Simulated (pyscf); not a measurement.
A first-order saddle from PySCF, ωB97X-D3(BJ)/def2-SVP:

```xyz
9

Cl     0.5810     1.3614    -1.4033
Zn     1.4543     0.3817     0.7094
Cl     3.4760     0.5769     1.3330
O      0.2601    -1.3003     0.9429
Si    -0.9032    -0.0297     1.3429
H      0.2986    -2.1716     1.3561
H     -0.1786     1.1992    -0.2032
H     -2.2002    -0.3659     0.6761
H     -1.1730    -0.1208     2.8127
```
Charge 0, spin multiplicity 1.

Surface: singlet, charge 0. Lowest wavenumbers (cm⁻¹): 468i, 72, 85, 88, 146.

Question: What reaction is this the transition state of?

Answer: Cl–Zn–Cl (SMILES [Cl][Zn][Cl]) + HO–SiH₃ (SMILES O[SiH3]) ⇌ HCl (SMILES Cl) + HO–SiH₂–Zn–Cl (SMILES O[SiH2][Zn][Cl]), a four-centre exchange read from left to right: Cl–Zn, H–Si broken and Cl–H, Si–Zn formed. At ωB97M-D3(BJ)/def2-TZVP it lies +2.10 eV from the left side and +1.09 eV from the right (each side as separated species at their lowest minima found). On the reactant side the descent ends in an adduct with a O–Zn contact (not fully relaxed), 0.76 eV under the separated species and 2.73 eV under the saddle at ωB97X-D3(BJ)/def2-TZVP. On the product side the descent ends in a complex, 0.22 eV under the separated species and 1.19 eV under the saddle at ωB97X-D3(BJ)/def2-TZVP. At ωB97X-D3(BJ)/def2-TZVP the barrier from the zero used here is 1.97 eV. HO–SiH₂–Zn–Cl lies 0.24 eV over its isomer H₃Si–O–Zn–Cl (electronic energy, ωB97M-D3(BJ)/def2-TZVP). This is the saddle that the search found; another between the same sides may lie lower. Elements up to Kr have no core potential and no relativistic terms here.
